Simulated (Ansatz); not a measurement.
Two isomers of C4H6: A = `C=C=CC`, B = `C=CC=C`.

Isolated molecules relaxed with PBE0-D4/def2-TZVP in Ansatz; ΔE leaves out vibrations. CCSD(T)/CBS adds triple-zeta CCSD(T) − MP2 to the extrapolated MP2 energy (def2 sets, frozen cores). DFT in def2-TZVPP. B3LYP here is the variant with VWN-RPA as its local correlation; programs differ in this. Each species was taken in one conformer, which may not be the lowest.

A:

```xyz
10

C     1.1341    1.1703    1.3210
C     0.6533    0.2377    0.5525
C     0.1692   -0.6929   -0.2174
C    -1.0954   -0.5753   -1.0109
H     1.8247    1.9158    0.9390
H     0.8627    1.2324    2.3703
H     0.7213   -1.6283   -0.2930
H    -0.8959   -0.7039   -2.0787
H    -1.5656    0.3968   -0.8623
H    -1.8083   -1.3526   -0.7205
```

B:

```xyz
10

C    -1.757    0.290    0.456
C    -0.481   -0.082    0.536
C     0.481    0.082   -0.536
C     1.757   -0.290   -0.456
H    -2.154    0.749   -0.444
H    -2.444    0.149    1.282
H    -0.112   -0.540    1.451
H     0.112    0.540   -1.451
H     2.154   -0.750    0.444
H     2.444   -0.149   -1.282
```

(1) Which is lower in electronic energy at CCSD(T)/CBS, and by how much? (Best estimate.)

(2) Give E(B) − E(A) in kcal/mol with B3LYP-D4, LDA (SPW92), PBE-D4, ωB97M-V, MP2/def2-TZVPP, r2SCAN-D4, HF/def2-TZVPP. (Best estimate.)

(3) Does the order hold for the free energy at 298.15 K (harmonic terms from PBE0-D4)? (Best estimate.)

Largest T1 diagnostic: 0.011.

Results:

(1) Ansatz gave: B, by 12.8 kcal/mol.

(2) The calculation gave: B3LYP-D4 -11.5, LDA (SPW92) -9.6, PBE-D4 -10.2, ωB97M-V -10.7, MP2/def2-TZVPP -12.6, r2SCAN-D4 -10.9, HF/def2-TZVPP -13.3. None reverses the order clearly.

(3) The calculation gave: Yes: G(B) − G(A) = -11.3 kcal/mol, for one conformer each.

From BLYP to BHLYP (50 % exact exchange), in def2-TZVPP and without D4, E(B) − E(A) moves by −1.4 kcal/mol. Leaving LDA and LC-ωPBE aside and taking each functional with its dispersion term where it has one, the values, not all of them listed here, spread over 2.1 kcal/mol, from BHLYP-D4 to PBE-D4.
